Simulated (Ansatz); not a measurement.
# BClF radical (SMILES F[B]Cl): one structure at several levels

An exercise on one series of results from a longer session: the logs are not shown, and one member is left open.

Computed with Ansatz 0.2.0, Gaussian basis. Level: single points in def2-TZVPP.

Cores are frozen in the correlated methods. Orbitals are unrestricted.

### Where the work starts

SMILES `F[B]Cl`, 3 atoms, charge 0, spin multiplicity 2.

Atoms are counted from 1 here; the program's logs count them from 0.

Bond lengths: F1–B2 1.352 Å, B2–Cl3 1.718 Å. Angles: F1–B2–Cl3 120.4°.

Coordinates:

| atom | x (Å) | y (Å) | z (Å) |
| --- | --- | --- | --- |
| F1 | 0.52200 | 1.06670 | 0.41050 |
| B2 | -0.40280 | 0.27170 | -0.17300 |
| Cl3 | -0.19630 | -1.43360 | -0.18830 |

Set-up of the first run:

run/in.yaml

```yaml
crystal:
  periodic: [false, false, false]
  atoms:
    - {symbol: F, position_ang: [0.522000, 1.066700, 0.410500]}
    - {symbol: B, position_ang: [-0.402800, 0.271700, -0.173000]}
    - {symbol: Cl, position_ang: [-0.196300, -1.433600, -0.188300]}
basis:
  gaussian: {orbitals: def2-TZVPP}
magnetization: {spin_polarized: true, initial_magnetization: 1}
correlation: {method: ccsd_t}
scf: {omitted_lower_state_checks: [cluster_reference]}
output: {forces: true}
```

No record of the launch command was kept for these runs.

Steps of the session up to this table: CCSD(T)/def2-TZVPP; PBE0-D4/def2-TZVPP; wB97M-V/def2-TZVPP; r2SCAN-D4/def2-TZVPP; PBE-D4/def2-TZVPP; HSE06-D4/def2-TZVPP; SPW92/def2-TZVPP.

One of the session's tables, all rows but one given; the rest of the session is left out.

```
   method  RMS force component (eV/Å)  angle to CCSD(T) forces (°)  dipole (D)
  CCSD(T)                       0.893                    reference        0.55
  PBE0-D4                       0.959                          6.2        0.52
  wB97M-V                           ?                            ?           ?
r2SCAN-D4                       0.868                          1.5        0.48
   PBE-D4                       0.731                          5.7        0.49
 HSE06-D4                       0.963                          6.0        0.52
    SPW92                       0.950                         11.5        0.54
```

Q: Estimate the row for wB97M-V from the others.

**Answer.** RMS force component (eV/Å): 0.907; angle to CCSD(T) forces (°): 3.1; dipole (D): 0.53. In the column «RMS force component (eV/Å)» it lies between CCSD(T) (0.893) and SPW92 (0.950).
